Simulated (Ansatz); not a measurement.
Mulliken charges of C$_{2}$H$_{6}$B, SMILES `[BH]CC` radical from ωB97M-V/def2-TZVPP in Ansatz (PBE0-D4/def2-TZVP geometry).

```tsv
atom	x (Å)	y (Å)	z (Å)	charge (e)
B1	-1.415	0.517	-0.624	-0.155
C2	0.078	0.347	-0.301	-0.154
C3	0.505	-0.732	0.689	-0.276
H4	-1.916	1.307	-1.370	0.078
H5	0.581	0.211	-1.273	0.102
H6	0.429	1.341	0.025	0.102
H7	1.588	-0.746	0.829	0.103
H8	0.197	-1.721	0.344	0.100
H9	0.042	-0.571	1.665	0.100
```

By hand: the dipole of these point charges (1 e Å = 4.8032 D).

Σ q r = (0.209, 0.023, 0.005) e Å, of length 0.210 e Å = 1.01 D.

How does the dipole of the full density compare? (An estimate is asked.)

Computed: (0.242, 0.063, -0.027) e Å, 1.21 D; the point charges give 0.83 times that, at 11° from its direction.

Point charges leave out the atoms' own dipoles, such as those of lone pairs, and Mulliken's split depends on the basis, so the two needn't agree.
